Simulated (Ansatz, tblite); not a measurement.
# The cluster Rb2Br: a ladder of methods and basis sets

How do method and basis change the picture of the cluster Rb2Br (doublet)?

Program: Ansatz 0.2.0, Gaussian basis. Level of theory: as each input shows. These are calculated values, not measurements.

Plan: GFN1-xTB, GFN2-xTB, PBE-D4/def2-TZVP, r2SCAN-D4/def2-TZVP, HSE06-D4/def2-TZVP, CAM-B3LYP-D4/def2-TZVP, HF/def2-TZVP, BLYP-D4/def2-TZVP, B3LYP-D4/def2-TZVP, PBE-D4/def2-SVP, PBE0-D4/def2-SVP, PBE0-D4/def2-TZVPD, PBE-D4/def2-TZVPD, r2SCAN-D4/def2-TZVPD, CCSD(T)/def2-TZVPP, MP2/def2-TZVP, RPA/def2-TZVP, CCSD(T)/def2-TZVPD.

3 further runs of the same task are left out: 3 set aside as unsound or not needed.

## (1) The relaxed structure

The doublet was relaxed beforehand with PBE0-D4/def2-TZVP. At that level it is the lowest of the isomers that a small search found.

3 atoms, charge 0, spin multiplicity 2.

Bond lengths: Rb1–Br3 3.196 Å, Rb2–Br3 3.196 Å. Angles: Rb1–Br3–Rb2 87.0°.

Rb takes a core potential in the def2 sets. No spin-orbit coupling is included.

PBE0-D4/def2-TZVP was run before; its log isn't repeated, and its numbers join the tables.

## (2) GFN1-xTB

Tight binding, by tblite at 300 K electronic temperature and without a spin-polarisation term:

```python
tblite.interface.Calculator('GFN1-xTB', numbers, positions, charge=0, uhf=1).singlepoint()
```

Energy -125.4390 eV; 0.001 s.

## (3) GFN2-xTB

Tight binding, by tblite at 300 K electronic temperature and without a spin-polarisation term:

```python
tblite.interface.Calculator('GFN2-xTB', numbers, positions, charge=0, uhf=1).singlepoint()
```

Energy -125.0669 eV; 0.002 s.

## (4) PBE-D4/def2-TZVP

start.molden holds the orbitals of an earlier run on this state, given as this run's starting guess.

The input, in.yaml:

```yaml
crystal:
  periodic: [false, false, false]
  atoms:
    - {symbol: Rb, position_ang: [1.254733, 0.038956, 1.964281]}
    - {symbol: Rb, position_ang: [-1.741189, -1.164940, -1.022620]}
    - {symbol: Br, position_ang: [0.486457, 1.125985, -0.941651]}
basis:
  gaussian: {orbitals: def2-TZVP, initial_orbitals: start.molden}
magnetization: {spin_polarized: true, initial_magnetization: 1}
hamiltonian: {xc: pbe, dispersion: d4}
scf: {omitted_lower_state_checks: [starts]}
output: {orbitals: {seedname: orbitals}}
```

Run with:

```bash
ansatz run in.yaml --threads 4 --pin off --events-out ev --progress --plain --max-ram 3916MiB
```

After this run come: r2SCAN-D4/def2-TZVP; HSE06-D4/def2-TZVP; CAM-B3LYP-D4/def2-TZVP; HF/def2-TZVP; BLYP-D4/def2-TZVP; B3LYP-D4/def2-TZVP; PBE-D4/def2-SVP; PBE0-D4/def2-SVP; PBE0-D4/def2-TZVPD; PBE-D4/def2-TZVPD; r2SCAN-D4/def2-TZVPD; CCSD(T)/def2-TZVPP; MP2/def2-TZVP; RPA/def2-TZVP; CCSD(T)/def2-TZVPD.

**Question.** What will the summary of the whole plan be? Wanted: gap in def2-TZVP, named functionals and Hartree-Fock, smallest and largest; correlation energy, CCSD(T)/def2-TZVPP; correlation energy, MP2/def2-TZVP; correlation energy, CCSD(T)/def2-TZVPD; binding an atom, CCSD(T)/def2-TZVPP; ⟨S²⟩ in def2-TZVP, named functionals and Hartree-Fock, smallest and largest; PBE0 total energy, smallest basis above largest.

As calculated:

```
                                                                   quantity                            value
 gap in def2-TZVP, named functionals and Hartree-Fock, smallest and largest  0.38 eV (BLYP-D4), 3.47 eV (HF)
                                     correlation energy, CCSD(T)/def2-TZVPP                        -13.92 eV
                                          correlation energy, MP2/def2-TZVP                        -11.42 eV
                                     correlation energy, CCSD(T)/def2-TZVPD                        -12.30 eV
                                        binding an atom, CCSD(T)/def2-TZVPP                         1.498 eV
⟨S²⟩ in def2-TZVP, named functionals and Hartree-Fock, smallest and largest                     0.750, 0.750
                            PBE0 total energy, smallest basis above largest   8.53 eV (def2-SVP, def2-TZVPD)
```

In words: Over the named functionals and Hartree-Fock in def2-TZVP the gap runs from 0.38 eV (BLYP-D4) to 3.47 eV (HF); exact exchange widens it. The functionals in def2-TZVP miss CCSD(T)/def2-TZVPP by -0.029 (BLYP-D4) to +0.089 eV (r2SCAN-D4) an atom. The reference is CCSD(T) in one finite basis, so it carries an error of its own, often a tenth of an eV or more, and near misses can't be ranked.
